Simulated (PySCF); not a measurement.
Computed data sheet: `[O]O` [radical]

Species: HO2 (doublet state).
Bonds: O1–O2. Hydrogens: H3 on O2.

From PBE0-D3(BJ)/def2-SVP geometry optimisation, gas phase (PySCF):

```
Point group                  : Cs
Rotational constants A, B, C : 626.289, 35.081, 33.220 GHz
Dipole moment                : 2.31 D
```

From UKS B3LYP, IGLO-III on O, pcH-1 on H, non-relativistic, mean-field spin-orbit, GIAO (PySCF):

```
Isotropic g value                                                      : 2.0130
Principal g values                                                     : 2.0019, 2.0075, 2.0296
Spin squared ⟨S²⟩                                                      : 0.754
Largest Mulliken spin population                                       : 0.74 on O1
Largest isotropic hyperfine couplings (means over sets of like nuclei) : 17O -49.5 (O1), 1H -28.7 (H3), 17O -28.3 (O2) MHz
```

Monoisotopic mass from the formula: 32.9977 u.

A dipole of 2.31 D is allowed in Cs, and pure rotational transitions are dipole-allowed. At 9.50 GHz, hν = g·μB·B₀ (B₀ the magnetic field) puts the centre of the isotropic spectrum, to first order, at 337.2 mT. The rotational constants make it an asymmetric top with κ = (2B − A − C)/(A − C) = -0.99, nearer the prolate limit (−1). g_iso is shifted by +11 ppt from the free-electron value 2.002319; the principal values span 0.0277. With B = h/(8π²I), that is 505.379 GHz u Å² over I, the principal moments of inertia are 0.81, 14.4 and 15.2 u Å² (most abundant isotopes); the inertial defect Ic − Ia − Ib is 0.0 u Å² (zero for a rigid planar frame, negative otherwise). ⟨S²⟩ is 0.004 above the pure-spin value S(S + 1) = 0.75. In atomic units the dipole is 0.91 e·bohr (1 au = 2.5417 D).

